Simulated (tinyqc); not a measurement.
Coupled-perturbed Hartree-Fock on RHF in the sto-3g basis, for H2O, spin multiplicity 1, step by step. One step of it, computed by the program tinyqc.

Task: Response to a field: uncoupled start. Field along y; U_ai = -mu_ai / (e_a - e_i), alpha = -4 sum U_ai mu_ai.

orbital energies (hartree): MO1 -20.268293, MO2 -1.196027, MO3 -0.530596, MO4 -0.428112, MO5 -0.387307, MO6 0.439382, MO7 0.553053

dipole integrals <a|y|i> (bohr):
```
           i1         i2        i3         i4        i5
a6  -0.007873  -0.008072  0.936821   0.181927  0.000000
a7   0.053935  -0.060195  0.166174  -0.797853  0.000000
```

Give: uncoupled U; uncoupled polarisability.

Result:

uncoupled U:
```
         i1      i2       i3       i4      i5
a6   0.0004  0.0049  -0.9658  -0.2097  0.0000
a7  -0.0026  0.0344  -0.1533   0.8132  0.0000
```

uncoupled polarisability = 6.4779 bohr^3
